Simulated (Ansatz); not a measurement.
Candidates: hcp Hf, hcp Lu, α-phase B, hcp Zr, hcp Tl, hcp Ti. Level: r²SCAN+rVV10 in Ansatz (PAW).

Ansatz's runs of these crystals have no spin polarisation. A magnetic state wasn't tried for hcp Ti with meta-GGA or hybrid levels, which favour moments.

Spin–orbit coupling is left out, also for the solids with elements from indium on (hcp Hf, hcp Lu, hcp Tl); its size isn't shown.

Ansatz's density-functional and Hartree–Fock values are scalar-relativistic unless marked +SOC, with PAW data made under PBE.

Question: Which of them have a computed c axis length between 4.8 and 5.3 Å?

Answer: hcp Hf, hcp Zr. The values: hcp Hf 5.030 Å; hcp Lu 5.436 Å; α-phase B 12.505 Å; hcp Zr 5.142 Å; hcp Tl 5.503 Å; hcp Ti 4.630 Å.

Ansatz is an electronic-structure program.
